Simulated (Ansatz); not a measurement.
Species: C₂H₃O, SMILES `C[C]=O` (charge 0, multiplicity 2).

Task: Give a relaxed geometry from Ansatz (an electronic-structure program) with PBE-D3(BJ)/def2-TZVP.

Result: the end point of this relaxation (outside a Z-matrix the atoms follow the SMILES, hydrogens last).
Z-matrix (Å, degrees):
```
C
H 1 1.0991
H 1 1.0993 2 106.79
H 1 1.1021 2 110.61 3 120.31
C 1 1.5045 2 108.62 3 -116.77
O 5 1.1895 1 128.90 2 -123.03
```
